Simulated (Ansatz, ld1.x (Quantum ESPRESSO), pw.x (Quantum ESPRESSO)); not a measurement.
What a changed setting does to a pw.x run (sc Si)

Potential: PAW, ld1.x (Quantum ESPRESSO) 7.5, LDA (PW92); core [Ne], reference 3s2 3p2; waves: 3s (bound): rcut 1.90, rcutus 2.20 bohr; 3s channel at -0.15 Ry: rcut 1.90, rcutus 2.20 bohr; 3p (bound): rcut 1.85, rcutus 2.45 bohr; 3p channel at 0.65 Ry: rcut 1.85, rcutus 2.45 bohr; 3d channel at 0.05 Ry: rcut 2.00, rcutus 2.45 bohr; local part: all-electron potential smoothed inside 2.10 bohr (lloc = -2); core correction: a·sin(br)/r model core inside 1.90 bohr; augmentation: PSQ, inside the norm-conserving radii.

The reference run (k-mesh 13³, cutoffs 40/320 Ry, Fermi–Dirac 0.01 Ry, mixing_beta 0.4, conv_thr 1e-9, no spin) gives 0.59 GPa at 15.704 Å³/atom, where all-electron LAPW gives 0.11 GPa. This run, with its own iteration cap, changes k-mesh shift to 1.

```
&control
  calculation='scf', prefix='x', pseudo_dir='./', outdir='./tmp', tstress=.true., disk_io='none'
/
&system
  ibrav=0, nat=1, ntyp=1, ecutwfc=40, ecutrho=320, nbnd=9,
  occupations='smearing', smearing='fd', degauss=0.01
/
&electrons
  conv_thr=1e-09, mixing_beta=0.4, electron_maxstep=70
/
ATOMIC_SPECIES
Si 1.0 Si.UPF
CELL_PARAMETERS angstrom
  2.50420625 0.00000000 0.00000000
  0.00000000 2.50420625 0.00000000
  0.00000000 0.00000000 2.50420625
ATOMIC_POSITIONS crystal
Si 0.0000 0.0000 0.0000
K_POINTS automatic
13 13 13 1 1 1
```

```bash
pw.x < Si.scf.in > Si.scf.out
```

Q: How does the run end?

A: It converges in 5 iterations; the free energy moves by -12.1 meV/atom and the pressure by -0.81 GPa.

```
Message from routine setup:
     using ibrav=0 with symmetry is DISCOURAGED, use correct ibrav instead
     lattice parameter (alat)  =       4.7323  a.u.
     unit-cell volume          =     105.9758 (a.u.)^3
     number of electrons       =         4.00
     number of Kohn-Sham states=            9
     kinetic-energy cutoff     =      40.0000  Ry
     charge density cutoff     =     320.0000  Ry
     scf convergence threshold =      1.0E-09
     Exchange-correlation= SLA  PW   NOGX NOGC
     number of k points=    84  Fermi-Dirac smearing, width (Ry)=  0.0100
     iteration #  1     ecut=    40.00 Ry     beta= 0.40
     total energy              =     -44.62694790 Ry
     estimated scf accuracy    <       0.00329994 Ry
     iteration #  2     ecut=    40.00 Ry     beta= 0.40
     total energy              =     -44.62690697 Ry
     estimated scf accuracy    <       0.00119944 Ry
     iteration #  3     ecut=    40.00 Ry     beta= 0.40
     total energy              =     -44.62691266 Ry
     estimated scf accuracy    <       0.00000087 Ry
     iteration #  4     ecut=    40.00 Ry     beta= 0.40
     total energy              =     -44.62691276 Ry
     estimated scf accuracy    <       0.00000001 Ry
     iteration #  5     ecut=    40.00 Ry     beta= 0.40
     the Fermi energy is     8.9437 ev
!    total energy              =     -44.62691276 Ry
     estimated scf accuracy    <          6.3E-10 Ry
     smearing contrib. (-TS)   =      -0.00179803 Ry
     convergence has been achieved in   5 iterations
          total   stress  (Ry/bohr**3)                   (kbar)     P=       -2.18
     Message from routine punch:
     Nothing written, as per user request (disk_io='none')
```

The run took about 3.2 s on one core of a shared server CPU.
